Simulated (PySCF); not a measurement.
Simulated C 1s region for `C=C(F)F`, binding energy against the vacuum level.

Every computed line was given a Gaussian of 0.4 eV full width at half maximum and an area set by the number of equivalent atoms; the highest printed point is 100. Method used: PySCF 2.14.0, delta-SCF UKS SCAN, pcX-2 on the ionised atom, pcseg-1 elsewhere, spin-free X2C.

binding energy (eV), intensity and a bar:
```
    290.6          1 
    290.7          6 ##
    290.8         19 ######
    290.9         47 ##############
    291.0         82 #########################
    291.1        100 ##############################
    291.2         87 ##########################
    291.3         53 ################
    291.4         23 #######
    291.5          7 ##
    291.6          2 
    291.7          0 
    291.8          0 
    291.9          0 
    292.0          0 
    292.1          0 
    292.2          0 
    292.3          0 
    292.4          0 
    292.5          0 
    292.6          0 
    292.7          0 
    292.8          0 
    292.9          0 
    293.0          0 
    293.1          0 
    293.2          0 
    293.3          0 
    293.4          0 
    293.5          0 
    293.6          0 
    293.7          0 
    293.8          0 
    293.9          0 
    294.0          0 
    294.1          0 
    294.2          0 
    294.3          0 
    294.4          0 
    294.5          0 
    294.6          0 
    294.7          0 
    294.8          0 
    294.9          0 
    295.0          0 
    295.1          0 
    295.2          0 
    295.3          0 
    295.4          1 
    295.5          5 #
    295.6         17 #####
    295.7         44 #############
    295.8         79 ########################
    295.9        100 ##############################
    296.0         89 ###########################
    296.1         56 #################
    296.2         25 ########
    296.3          8 ##
    296.4          2 #
    296.5          0
```

Task: Count the maxima, the lines and the sites behind this envelope.

Result: The curve has 2 maxima (at 291.1 and 295.9 eV). Under it lie 2 lines from 2 inequivalent carbon sites.

Task: Decompose the envelope and assign each component. Numbering: `[CH2:1]=[C:2]([F:3])[F:4]`.

Result: 
| position (eV) | relative area | line | atoms | environment |
| --- | --- | --- | --- | --- |
| 291.11 | 1 | C 1s | C1 | terminal =CH2 carbon |
| 295.92 | 1 | C 1s | C2 | =CF2 carbon |

Task: What are the centre and the root-mean-square width of the whole band?

Result: The area-weighted mean of the lines is 293.51 eV. Their own spread about it is 2.40 eV (rms) and each Gaussian has σ = 0.4/2.355 = 0.17 eV; the variances add, which gives 2.41 eV.

Task: Above which line width would these two lines show one maximum?

Result: Two equal Gaussians merge once their distance is under 2σ = FWHM/1.177. With 4.81 eV between them that is a full width over 5.66 eV.

Lowest listed C 1s: C1, bonded to C (double bond) and 2 H. Highest, 4.81 eV above it: C2, bonded to 2 F and C (double bond). Summing the Pauling electronegativity differences to the bonded atoms, each weighted by its formal bond order, gives -0.70 for the lowest site and +2.86 for the highest.

No satellites, vibrations or lifetime broadening are included. Geometry: PBE0-D3(BJ)/def2-SVP; no solvent, vibrations or thermal averaging.
